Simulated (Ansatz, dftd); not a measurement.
Reaction: C2H6NO+ (SMILES CC([NH3+])=O) → C2H6NO+ (SMILES CC(N)=[OH+])
Each species at its own B3LYP-D3(BJ)/def2-TZVP minimum (Ansatz, a first-principles code), one conformer.

Wanted: isomerisation energy (electronic), in kcal/mol. UHF or UKS for unpaired electrons; spin-orbit terms are left out. Cores are frozen in correlated methods. Rows without X2C or -DK are non-relativistic. CBS(X,Y): correlation extrapolated as X^-3, Hartree-Fock from the larger set. A bracket is a step between two methods taken in the basis named. Functionals run without relativity, which enters their misses. Double hybrids freeze cores in their MP2 part. '+ core + X2C': CCSD(T) terms for core correlation (cc-pwCVTZ) and scalar relativity (cc-pVTZ-DK).

| level | program | isomerisation energy (kcal/mol) | difference against the last row |
|---|---|---|---|
| HF/cc-pVDZ | Ansatz | -18.9 | -4.8 |
| PBE0/def2-TZVPD | Ansatz | -16.3 | -2.2 |
| CAM-B3LYP/def2-TZVPD | Ansatz | -16.5 | -2.4 |
| B2GP-PLYP-D4/def2-TZVPD | Ansatz + dftd4 | -14.4 | -0.3 |
| CCSDT(Q)/cc-pVDZ | Ansatz | -10.7 | 3.4 |
| CCSD(T)/CBS(cc-pVTZ,cc-pVQZ) + [CCSDT(Q) - CCSD(T)]/cc-pVDZ + core + X2C | Ansatz | -14.1 | 0.0 |
